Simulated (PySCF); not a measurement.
PySCF input:

```python
from pyscf import gto, scf, dft

mol = gto.M(
    atom='''
    C     0.00514113   -0.00331061    1.49779011
    C     0.00056548    0.02470296    0.18925168
    H     0.01030878   -0.74888768    2.27760864
    C    -0.00643171    1.31181270   -0.59526904
    H    -0.00709440    2.18033142    0.06039938
    H     0.87060517    1.36572641   -1.24685854
    H    -0.88825279    1.35983653   -1.24083432
    C     0.00198932   -1.24513478   -0.63655897
    H     0.00711454   -2.13749620   -0.01263847
    H    -0.88090288   -1.27691550   -1.28146295
    H     0.88063626   -1.27101664   -1.28749636
    ''',
    basis='def2-tzvpd',
    charge=0,
    spin=1,
    verbose=4,
)

mf = dft.UKS(mol, xc='tpssh').density_fit(auxbasis='def2-universal-jkfit')
mf.grids.level = 3
mf.conv_tol = 1e-9
mf.max_cycle = 100
mf.max_memory = 1500
mf.kernel()
if not mf.converged:
    mf = mf.newton()
    mf.kernel(mf.make_rdm1())
for _ in range(2):
    mo, _, stable, _ = mf.stability(return_status=True)
    if stable:
        break
    mf.kernel(mf.make_rdm1(mo, mf.mo_occ))
mf.analyze()
```

### Question
What final total energy does it print?

### Answer
-156.61116 Eh (TPSSh/def2-TZVPD).

It need not be the lowest isomer of its formula.
